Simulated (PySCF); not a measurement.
# A diatomic session: BS+

The task here is to estimate one member of a computed series from the others.

Method: B STO-3G, S STO-3G, no relativity; program: PySCF 2.14.0.

The first run:

A driver script around PySCF takes these settings:

* atoms: B, S
* charge: 1
* basis: B STO-3G, S STO-3G
* Hamiltonian: no relativity
* basis functions: 14
* electrons treated: 20
* masses in u: 11.0093, 31.9721
* levels: PBE0, PBE, r²SCAN, MN15, PW91, TPSS, HSE06, HF, MP2, SCS-MP2, CCSD, CCSD(T)
* grid: 80 radial by 434 angular points
* occupations: held fixed by the projection of orbital angular momentum
* dissociation limit: B+ + S, each in its ground configuration
* starting distance in angstrom: 1.900
* values of 2S to try: 0, 2

Run with:

```console
OMP_NUM_THREADS=1 python dia.py task.json out
```

Steps of the session up to this table: Input; PBE0 along the bond; Excited determinants; PBE (GGA); r²SCAN; MN15 (hybrid meta-GGA); PW91; TPSS; HSE06 (range-separated hybrid); UHF; MP2 and coupled cluster.

One of the session's tables, all rows but one given; the rest of the session is left out.

Energy (eV) from each level's lowest point:

```
R (Å)    UHF  UHF-MP2  UHF-SCS-MP2  UHF-CCSD  UHF-CCSD(T)
1.478  1.309    1.425        1.434       n/a          n/a
1.546  0.543    0.613        0.624     0.689        0.744
1.615      ?        ?            ?         ?            ?
1.667  0.013    0.023        0.030     0.053        0.070
1.718  0.000    0.000        0.000     0.000        0.000
1.770  0.070    0.076        0.066     0.036        0.021
1.838  0.250    0.298        0.271     0.183        0.154
1.924  0.544    0.696        0.647     0.463        0.435
2.027  0.909    1.225        1.152     0.856        0.856
2.165  1.349    1.848        1.749       n/a          n/a
```

Estimate the missing values for R (Å) = 1.615.

Worked estimate for «UHF». A straight line through the neighbours (1.546, 0.543) and (1.667, 0.013) gives 0.543 + (0.013 − 0.543) × (1.615 − 1.546) / (1.667 − 1.546) = 0.241; a parabola fitted to 4 rows on both sides gives 0.122.

As computed: UHF: 0.139; UHF-MP2: 0.171; UHF-SCS-MP2: 0.181; UHF-CCSD: 0.223; UHF-CCSD(T): 0.257. In «UHF» the line misses by +0.102 and the parabola by -0.017.

Limits of these values: Lowest PBE0 solution found, without spin–orbit coupling: ³Π (triplet), unpaired electrons σ ↑, π ↑. Warnings in the runs' records: inverted.
